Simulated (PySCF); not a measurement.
## NMR parameters from quadrupole coupling constants

Compound: silanimine, H3NSi.
Numbering: `[NH:1]=[SiH2:2]` (hydrogens: H3 on N1; H4, H5 on Si2)

Cartesian coordinates in Å at the PBE0-D3(BJ)/def2-TZVP level; atoms count from 1:
```
atom  x, y, z in Å
N1     1.1286   -0.3930   -0.0295
Si2   -0.4270   -0.0536   -0.0463
H3     1.8215    0.3131    0.1822
H4    -1.3738   -1.1415   -0.3634
H5    -1.1156    1.2411    0.2192
```

Computed at PBE0/pcSseg-2 (PySCF, non-relativistic):

```csv
atom,environment,nucleus,spin I,Q (b),CQ = χzz (MHz),η
N1,nitrogen bonded to Si and H,14N,1,0.02044,-2.902,0.233
```

Question: Recover the principal values of the field gradient from CQ = 234.96 MHz × Q × Vzz, η = (Vxx − Vyy)/Vzz and a zero trace.

Answer: Vxx = −Vzz(1 − η)/2 and Vyy = −Vzz(1 + η)/2, in au:

```json
{"atom": "N1", "Vxx (au)": "0.232", "Vyy (au)": "0.372", "Vzz (au)": "-0.604", "Vzz (10²¹ V/m²)": "-5.87"}
```

Question: PQ = |CQ|√(1 + η²/3), νQ = 3|CQ|/[2I(2I − 1)], ν0 = |g|·7.62259 MHz/T·B with g(14N) = 0.40376: values at 28.2 T?

Answer: 
| atom | PQ (MHz) | νQ (MHz) | ν0 (MHz) | νQ/ν0 |
| --- | --- | --- | --- | --- |
| N1 | 2.928 | 4.353 | 86.79 | 0.050 |

For N1: PQ = 2.902 × 1.0090, νQ = 2.902 × 1.5000, ν0 = 3.0777 MHz/T × 28.2 T.

Question: A static spin 1 shows, to first order, a doublet split by νQ with the field along z of the gradient, and by (3/4)|CQ|(1 + η) and (3/4)|CQ|(1 − η) along y and x. Give the last two for 14N.

Answer: N1: 2.683 and 1.670 MHz.

Question: Quadrupolar 1/T1 and linewidth for τc = 10 ps (extreme narrowing, isotropic tumbling)?

Answer: Rate = (3π²/10) PQ² τc (2I + 3)/[I²(2I − 1)], the same for T1 and T2; width = rate/π.

| site | spin factor (2I + 3)/[I²(2I − 1)] | 1/T1 (s⁻¹) | T1 (ms) | linewidth (Hz) |
| --- | --- | --- | --- | --- |
| 14N at N1 | 5.000 | 1270 | 0.788 | 404 |

Solvent, lattice and vibrations would change these gradients. Isolated species at its PBE0-D3(BJ)/def2-TZVP geometry, gas phase.

These values come from a run that also computed NMR shieldings. The run took 6.9 s of wall time on one thread of an Arm Neoverse N1, no GPU, on a shared host, and the process peaked at 0.52 GiB of memory.
